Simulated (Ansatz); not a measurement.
C2H3NO can be A, `C1=NCO1`, or B, `NC#CO`.

Isolated molecules relaxed with PBE0-D4/def2-TZVP in Ansatz; ΔE leaves out vibrations. CCSD(T)/CBS adds triple-zeta CCSD(T) − MP2 to the extrapolated MP2 energy (def2 sets, frozen cores). Functionals use def2-TZVPP. B3LYP here is the variant with VWN-RPA as its local correlation; programs differ in this. Each species was taken in one conformer, which may not be the lowest.

Question: Which is lower in electronic energy at CCSD(T)/CBS, and by how much? (Best estimate.)

Answer: Computed: A, by 19.4 kcal/mol.

Question: Give E(B) − E(A) in kcal/mol with ωB97M-V, CCSD/def2-TZVPP, B3LYP, r2SCAN-D4, CCSD(T)/def2-SVP, B3LYP-D4, PBE-D4. (An estimate is asked.)

Answer: Computed: ωB97M-V 19.4, CCSD/def2-TZVPP 19.9, B3LYP 15.6, r2SCAN-D4 20.4, CCSD(T)/def2-SVP 22.2, B3LYP-D4 16.1, PBE-D4 19.5. None reverses the order clearly.

Question: Does the order hold for the free energy at 298.15 K (harmonic terms from PBE0-D4)? (Estimate.)

Answer: The calculation gave: Yes: G(B) − G(A) = +17.6 kcal/mol, for one conformer each.

Largest T1 diagnostic: 0.015.

From r2SCAN to r2SCAN0 (25 % exact exchange), in def2-TZVPP and without D4, E(B) − E(A) moves by −0.9 kcal/mol. In def2-TZVPP, CCSD(T) changes the Hartree–Fock value by +4.6 kcal/mol (the triples alone add +1.2 kcal/mol) and MP2 by +3.2 kcal/mol.
